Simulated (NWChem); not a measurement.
All runs are NWChem calculations. System: H₃Si, charge 0, spin multiplicity 2, at a geometry optimised with UB3LYP/def2-SVP. The structure started from a generated list of species. Its SCF solution wasn't tested for a lower state. Level: UHF/def2-TZVP.

Input file:

```
start mol
memory heap 200 mb stack 900 mb global 1100 mb
geometry units angstroms nocenter noautoz
  Si    -0.000656     0.080587     0.000000
  H      1.424481    -0.364538     0.000000
  H     -0.707651    -0.381843     1.231039
  H     -0.707651    -0.381843    -1.231039
  symmetry group Cs
end
basis spherical
  * library def2-tzvp
end
scf
  uhf
  nopen 1
  maxiter 100
  thresh 1e-7
  semidirect memsize 60000000 filesize 0
  # guess.movecs holds the orbitals of an unrestricted PBE0 run
  vectors input guess.movecs output mol.movecs
end
task scf energy
```

NWChem printed:

```
             Northwest Computational Chemistry Package (NWChem) 7.3.0
             --------------------------------------------------------

                                NWChem Input Module
                                -------------------

 Scaling coordinates for geometry "geometry" by  1.889725989
 (inverse scale =  0.529177249)

 Turning off AUTOSYM since
 SYMMETRY directive was detected!

                             Geometry "geometry" -> ""
                             -------------------------

 Output coordinates in angstroms (scale by  1.889725989 to convert to a.u.)

  No.       Tag          Charge          X              Y              Z
 ---- ---------------- ---------- -------------- -------------- --------------
    1 Si                  14.0000    -0.00065600     0.08058700     0.00000000
    2 H                    1.0000     1.42448100    -0.36453800     0.00000000
    3 H                    1.0000    -0.70765100    -0.38184300     1.23103900
    4 H                    1.0000    -0.70765100    -0.38184300    -1.23103900

 Effective nuclear repulsion energy (a.u.)      15.5309115097

            Nuclear Dipole moment (a.u.)
            ----------------------------
        X                 Y               Z
 ---------------- ---------------- ----------------
    -0.0000094486    -0.0000113384     0.0000000000

      Symmetry information
      --------------------

 Group name             Cs
 Group number              2
 Group order               2
 No. of unique centers     3

      Symmetry unique atoms

     1    2    3


 Summary of "ao basis" -> "" (spherical)
 ------------------------------------------------------------------------------
       Tag                 Description            Shells   Functions and Types
 ---------------- ------------------------------  ------  ---------------------
 *                         def2-tzvp                  on all atoms

 Summary of "ao basis" -> "ao basis" (spherical)
 ------------------------------------------------------------------------------
       Tag                 Description            Shells   Functions and Types
 ---------------- ------------------------------  ------  ---------------------
 Si                        def2-tzvp                13       37   5s5p2d1f
 H                         def2-tzvp                 4        6   3s1p

                                 NWChem SCF Module
                                 -----------------

  ao basis        = "ao basis"
  functions       =    55
  atoms           =     4
  alpha electrons =     9
  beta  electrons =     8
  charge          =   0.00
  wavefunction    = UHF
  use symmetry    = T
  symmetry adapt  = T

 Summary of "ao basis" -> "ao basis" (spherical)
 ------------------------------------------------------------------------------
       Tag                 Description            Shells   Functions and Types
 ---------------- ------------------------------  ------  ---------------------
 Si                        def2-tzvp                13       37   5s5p2d1f
 H                         def2-tzvp                 4        6   3s1p

      Symmetry analysis of basis
      --------------------------

        a'         36
        a"         19

 Forming initial guess at       0.1s

   Symmetry analysis of molecular orbitals - initial alpha
   -------------------------------------------------------

  Numbering of irreducible representations:

     1 a'          2 a"

  Orbital symmetries:

     1 a'          2 a'          3 a'          4 a"          5 a'
     6 a'          7 a"          8 a'          9 a'         10 a'
    11 a"         12 a'         13 a'         14 a"         15 a'
    16 a"         17 a'         18 a'         19 a'

   Symmetry analysis of molecular orbitals - initial beta
   ------------------------------------------------------

  Numbering of irreducible representations:

     1 a'          2 a"

  Orbital symmetries:

     1 a'          2 a'          3 a"          4 a'          5 a'
     6 a'          7 a"          8 a'          9 a'         10 a'
    11 a"         12 a'         13 a"         14 a'         15 a'
    16 a"         17 a'         18 a'         19 a'

 Starting SCF solution at       0.1s

 ----------------------------------------------
         Quadratically convergent UHF

 Convergence threshold     :          1.000E-07
 Maximum no. of iterations :          100
 Integral*density screening:          1.000E-09
 ----------------------------------------------

              iter       energy          gnorm     gmax       time
             ----- ------------------- --------- --------- --------
                 1     -290.6272582374  4.48D-01  2.04D-01      0.5
                 2     -290.6357423552  5.21D-02  1.12D-02      0.5
                 3     -290.6365797221  1.32D-03  2.82D-04      0.6
                 4     -290.6365802941  4.29D-07  1.00D-07      0.8
                 5     -290.6365802941  5.90D-09  1.57D-09      1.0

       Final UHF  results
       ------------------

         Total SCF energy =   -290.636580294073
      One electron energy =   -433.377494094436
      Two electron energy =    127.210002290700
 Nuclear repulsion energy =     15.530911509662

                       Sz =      0.5000
                 Sz(Sz+1) =      0.7500
                      S^2 =      0.7548

        Time for solution =      0.9s

       Symmetry analysis of molecular orbitals - alpha
       -----------------------------------------------

  Numbering of irreducible representations:

     1 a'          2 a"

  Orbital symmetries:

     1 a'          2 a'          3 a'          4 a'          5 a"
     6 a'          7 a"          8 a'          9 a'         10 a'
    11 a"         12 a'         13 a'         14 a"         15 a'
    16 a'         17 a"         18 a'         19 a'

       Symmetry analysis of molecular orbitals - beta
       ----------------------------------------------

  Numbering of irreducible representations:

     1 a'          2 a"

  Orbital symmetries:

     1 a'          2 a'          3 a'          4 a"          5 a'
     6 a'          7 a"          8 a'          9 a'         10 a'
    11 a"         12 a'         13 a"         14 a'         15 a'
    16 a'         17 a"         18 a'         19 a'

          Final alpha eigenvalues
          -----------------------

              1
    1  -68.7863
    2   -6.1369
    3   -4.2500
    4   -4.2398
    5   -4.2398
    6   -0.7271
    7   -0.4921
    8   -0.4921
    9   -0.3382
   10    0.1373
   11    0.1373
   12    0.1531
   13    0.2578
   14    0.2766
   15    0.2766
   16    0.3031
   17    0.3219
   18    0.3219
   19    0.4321

          Final beta eigenvalues
          ----------------------

              1
    1  -68.7798
    2   -6.1279
    3   -4.2355
    4   -4.2355
    5   -4.2264
    6   -0.6814
    7   -0.4844
    8   -0.4844
    9    0.0412
   10    0.1550
   11    0.1550
   12    0.1701
   13    0.2836
   14    0.2836
   15    0.3069
   16    0.3520
   17    0.3574
   18    0.3574
   19    0.4517

                    UHF Final Alpha Molecular Orbital Analysis
                    ------------------------------------------

 Vector    7  Occ=1.000000D+00  E=-4.920633D-01  Symmetry=a"
              MO Center= -5.0D-01, -2.5D-01,  2.1D-10, r^2= 2.1D+00
   Bfn.  Coefficient  Atom+Function         Bfn.  Coefficient  Atom+Function
  ----- ------------  ---------------      ----- ------------  ---------------
    17      0.316587  1 Si pz                45      0.227649  3 H  s
    51     -0.227649  4 H  s

 Vector    8  Occ=1.000000D+00  E=-4.920604D-01  Symmetry=a'
              MO Center=  5.1D-01, -2.4D-01, -2.2D-10, r^2= 2.1D+00
   Bfn.  Coefficient  Atom+Function         Bfn.  Coefficient  Atom+Function
  ----- ------------  ---------------      ----- ------------  ---------------
    15      0.316577  1 Si px                39      0.262866  2 H  s
    40      0.160853  2 H  s                 38      0.155845  2 H  s

 Vector    9  Occ=1.000000D+00  E=-3.382108D-01  Symmetry=a'
              MO Center= -4.0D-03,  4.9D-01, -4.2D-16, r^2= 2.2D+00
   Bfn.  Coefficient  Atom+Function         Bfn.  Coefficient  Atom+Function
  ----- ------------  ---------------      ----- ------------  ---------------
    16      0.496743  1 Si py                 5      0.322502  1 Si s
    19      0.323865  1 Si py                 4      0.197437  1 Si s

 Vector   10  Occ=0.000000D+00  E= 1.373289D-01  Symmetry=a'
              MO Center= -4.6D-01,  4.0D-01, -1.8D-10, r^2= 5.0D+00
   Bfn.  Coefficient  Atom+Function         Bfn.  Coefficient  Atom+Function
  ----- ------------  ---------------      ----- ------------  ---------------
    18      1.878045  1 Si px                40     -1.537814  2 H  s
    46      0.768954  3 H  s                 52      0.768954  4 H  s

 Vector   11  Occ=0.000000D+00  E= 1.373308D-01  Symmetry=a"
              MO Center=  4.5D-01,  4.1D-01,  1.8D-10, r^2= 5.0D+00
   Bfn.  Coefficient  Atom+Function         Bfn.  Coefficient  Atom+Function
  ----- ------------  ---------------      ----- ------------  ---------------
    20      1.878151  1 Si pz                46     -1.331844  3 H  s
    52      1.331844  4 H  s

 Vector   12  Occ=0.000000D+00  E= 1.530691D-01  Symmetry=a'
              MO Center=  1.1D-03, -1.4D-01, -8.4D-14, r^2= 5.8D+00
   Bfn.  Coefficient  Atom+Function         Bfn.  Coefficient  Atom+Function
  ----- ------------  ---------------      ----- ------------  ---------------
     5      2.340544  1 Si s                 40     -1.289681  2 H  s
    46     -1.289604  3 H  s                 52     -1.289604  4 H  s
    19     -0.998167  1 Si py                 4      0.284689  1 Si s
     3     -0.207800  1 Si s

                     UHF Final Beta Molecular Orbital Analysis
                     -----------------------------------------

 Vector    6  Occ=1.000000D+00  E=-6.814234D-01  Symmetry=a'
              MO Center=  1.8D-03, -2.3D-01, -3.6D-18, r^2= 1.8D+00
   Bfn.  Coefficient  Atom+Function         Bfn.  Coefficient  Atom+Function
  ----- ------------  ---------------      ----- ------------  ---------------
     4      0.504071  1 Si s                  3     -0.317176  1 Si s
     5      0.232190  1 Si s

 Vector    7  Occ=1.000000D+00  E=-4.844084D-01  Symmetry=a"
              MO Center= -5.1D-01, -2.5D-01, -4.7D-10, r^2= 2.1D+00
   Bfn.  Coefficient  Atom+Function         Bfn.  Coefficient  Atom+Function
  ----- ------------  ---------------      ----- ------------  ---------------
    17      0.302827  1 Si pz                45      0.233174  3 H  s
    51     -0.233174  4 H  s

 Vector    8  Occ=1.000000D+00  E=-4.844058D-01  Symmetry=a'
              MO Center=  5.2D-01, -2.4D-01,  4.8D-10, r^2= 2.1D+00
   Bfn.  Coefficient  Atom+Function         Bfn.  Coefficient  Atom+Function
  ----- ------------  ---------------      ----- ------------  ---------------
    15      0.302817  1 Si px                39      0.269247  2 H  s
    40      0.164083  2 H  s                 38      0.157405  2 H  s

 Vector    9  Occ=0.000000D+00  E= 4.122058D-02  Symmetry=a'
              MO Center= -3.5D-03,  4.2D-01, -5.9D-15, r^2= 3.6D+00
   Bfn.  Coefficient  Atom+Function         Bfn.  Coefficient  Atom+Function
  ----- ------------  ---------------      ----- ------------  ---------------
    19      0.730859  1 Si py                 5      0.304914  1 Si s
    16      0.151065  1 Si py

 Vector   10  Occ=0.000000D+00  E= 1.549702D-01  Symmetry=a'
              MO Center= -5.6D-01,  3.4D-01, -1.9D-10, r^2= 5.3D+00
   Bfn.  Coefficient  Atom+Function         Bfn.  Coefficient  Atom+Function
  ----- ------------  ---------------      ----- ------------  ---------------
    18      2.018073  1 Si px                40     -1.606161  2 H  s
    46      0.803135  3 H  s                 52      0.803135  4 H  s

 Vector   11  Occ=0.000000D+00  E= 1.549721D-01  Symmetry=a"
              MO Center=  5.6D-01,  3.5D-01,  1.6D-10, r^2= 5.3D+00
   Bfn.  Coefficient  Atom+Function         Bfn.  Coefficient  Atom+Function
  ----- ------------  ---------------      ----- ------------  ---------------
    20      2.018187  1 Si pz                46     -1.391039  3 H  s
    52      1.391039  4 H  s

 center of mass
 --------------
 x =  -0.00055484 y =   0.06812218 z =   0.00000000

 moments of inertia (a.u.)
 ------------------
          12.941012128466          -0.071993679028           0.000000000000
          -0.071993679028          21.815779799605           0.000000000000
           0.000000000000           0.000000000000          12.940224846282

  Mulliken analysis of the total density
  --------------------------------------

    Atom       Charge   Shell Charges
 -----------   ------   -------------------------------------------------------
    1 Si  14    13.90   2.00  0.59  1.39  0.85  0.49  4.12  1.73  0.51  1.47  0.53  0.09  0.12  0.01
    2 H    1     1.03   0.23  0.56  0.23  0.01
    3 H    1     1.03   0.23  0.56  0.23  0.01
    4 H    1     1.03   0.23  0.56  0.23  0.01

  Mulliken analysis of the alpha density
  --------------------------------------

    Atom       Charge   Shell Charges
 -----------   ------   -------------------------------------------------------
    1 Si  14     7.45   1.00  0.29  0.69  0.47  0.30  2.07  0.86  0.29  0.96  0.40  0.05  0.06  0.01
    2 H    1     0.52   0.12  0.28  0.12  0.01
    3 H    1     0.52   0.12  0.28  0.12  0.01
    4 H    1     0.52   0.12  0.28  0.12  0.01

   Mulliken analysis of the beta density
   -------------------------------------

    Atom       Charge   Shell Charges
 -----------   ------   -------------------------------------------------------
    1 Si  14     6.45   1.00  0.29  0.70  0.38  0.20  2.05  0.87  0.21  0.51  0.13  0.05  0.06  0.01
    2 H    1     0.52   0.12  0.28  0.12  0.00
    3 H    1     0.52   0.12  0.28  0.12  0.00
    4 H    1     0.52   0.12  0.28  0.12  0.00

   Mulliken analysis of the spin density
   -------------------------------------

    Atom       Charge   Shell Charges
 -----------   ------   -------------------------------------------------------
    1 Si  14     0.99   0.00  0.00 -0.01  0.09  0.10  0.02 -0.02  0.08  0.46  0.27 -0.00  0.00 -0.00
    2 H    1     0.00   0.00  0.00 -0.00  0.00
    3 H    1     0.00   0.00  0.00 -0.00  0.00
    4 H    1     0.00   0.00  0.00 -0.00  0.00

       Multipole analysis of the density wrt the origin
       ------------------------------------------------

     L   x y z        total         alpha         beta         nuclear
     -   - - -        -----         -----         ----         -------
     0   0 0 0     -0.000000     -9.000000     -8.000000     17.000000

     1   1 0 0     -0.000246      0.004708     -0.004945     -0.000009
     1   0 1 0      0.028841     -0.579646      0.608499     -0.000011
     1   0 0 1      0.000000      0.000000     -0.000000      0.000000

     2   2 0 0    -12.032967    -12.241315    -10.614449     10.822796
     2   1 1 0      0.001551     -0.020661     -0.050658      0.072870
     2   1 0 1     -0.000000      0.000000     -0.000000      0.000000
     2   0 2 0    -12.223081     -9.692455     -4.371209      1.840583
     2   0 1 1      0.000000      0.000000      0.000000      0.000000
     2   0 0 2    -12.032942    -12.241580    -10.614951     10.823589

 Task  times  cpu:        1.0s     wall:        1.0s

 Total times  cpu:        1.0s     wall:        1.0s
```
